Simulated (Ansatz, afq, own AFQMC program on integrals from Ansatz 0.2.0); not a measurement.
# CHB, singlet: AFQMC among the cluster methods

```xyz
3

B    -0.1748    0.0000    0.0938
C     0.1159    0.0000   -1.3412
H     0.0589    0.0000    1.2475
```

Connectivity, by distances: BH–C.

Basis 6-31G. Only valence electrons are correlated. Integrals, coupled cluster, full CI and functionals: Ansatz 0.2.0; the random walks run on the same integrals in our own AFQMC program. ph-AFQMC/CISD is guided by a CISD state made of CCSD amplitudes; releasing the constraint for a short imaginary time cuts its bias at the price of noise, slowly where states lie close. ± is one standard error of the sampling.

Determinant: RHF, the one that the program's search chose, which needn't be the lowest solution. The geometry is a point of a scan.

Full CI on the same integrals is exact in this basis and with this determinant's frozen core.

Cautions: higher spins were not checked; restricted determinant unstable towards unrestricted (UHF 1.01 eV lower, ⟨S²⟩ 1.09); the search met a lower determinant of the same kind, perhaps of another symmetry (10 meV lower), and this one is a saddle point; strong correlation (T1 0.070, weight of the determinant 0.82, largest double 0.16); the CCSDTQ amplitudes may be one of several solutions (largest double 0.59); the released energies are still falling, so no released level is given (meV from the phaseless value at times in 1/Eh: -11 ± 4 at 0.24, -13 ± 4 at 0.51, -28 ± 5 at 0.99, -29 ± 6 at 1.62, -33 ± 6 at 2.40), though the last usable value meets full CI within the noise; CCSDTQ on the UHF determinant differs (999 meV lower), perhaps since the unrestricted series falls towards higher spin.

The T1 diagnostic is 0.0701. The weight of the determinant in the CISD state is 0.819. The size of the correlated space is 8 electrons in 18 orbitals.

```tsv
level	correlation energy (eV)
MP2	-2.9846
CCSD	-3.8679
CCSD(T)	-4.0104
```

Q: Estimate where phaseless AFQMC with a CISD trial lies against CCSD(T) on the same integrals.

A: 37.4 ± 4.5 meV below CCSD(T).

Reference: full CI, correlation energy -4.091 eV. The cautions show a poor starting determinant, so the rows tell how each method copes with it here, and full CI is the sure value.

```json
{"level": "CCSD(T)", "E − E(reference) (meV)": "80.9", "share of correlation (%)": "98.02"}
{"level": "CCSDT", "E − E(reference) (meV)": "39.4", "share of correlation (%)": "99.04"}
{"level": "CCSDT(Q)", "E − E(reference) (meV)": "9.1", "share of correlation (%)": "99.78"}
{"level": "CCSDTQ", "E − E(reference) (meV)": "2.7", "share of correlation (%)": "99.93"}
{"level": "ph-AFQMC/HF", "E − E(reference) (meV)": "-77.9 ± 23.1", "share of correlation (%)": "101.90"}
{"level": "ph-AFQMC/CISD", "E − E(reference) (meV)": "43.5 ± 4.5", "share of correlation (%)": "98.94"}
```

CCSDT and higher add their correlation energy to the determinant of the CCSD(T) run, since their own runs factorise the integrals more tightly (a shift of under 2 meV). A walk keeps the symmetry of its determinant, which the program's search chose and which needn't be the lowest solution, so a lower state of the same spin and another symmetry isn't excluded.
